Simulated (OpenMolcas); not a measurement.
## How basis sets differ on SiH2F2 (SMILES F[SiH2]F)

SiH2F2 has 5 atoms, charge 0, and is taken as a singlet. SMILES: `F[SiH2]F`. The shape is that of a PBE0-D4/def2-TZVP optimisation.

Quantity: the dipole moment, in D. The values are calculated.

| level | kind | program | value (D) | CPU time |
| --- | --- | --- | --- | --- |
| HF/STO-3G | Hartree–Fock | OpenMolcas | 1.26 | 1.9 s |
| HF/3-21G | Hartree–Fock | OpenMolcas | 2.15 | 2 s |
| HF/cc-pVDZ | Hartree–Fock | OpenMolcas | 1.86 | 2.2 s |
| HF/aug-cc-pVDZ | Hartree–Fock | OpenMolcas | 1.78 | 8.7 s |
| HF/cc-pVTZ | Hartree–Fock | OpenMolcas | 1.65 | 15 s |
| HF/cc-pVQZ (RICD fitting) | Hartree–Fock | OpenMolcas | 1.69 | 34 s |

The values span 1.26 to 2.15 D. Sets without polarisation functions give poor dipoles. Without the sets that lack polarisation functions the rows with a basis span only 1.65 to 1.86 D. Times are those of the runs behind each value, whatever else they computed, on shared processors of several kinds: orders of magnitude only.
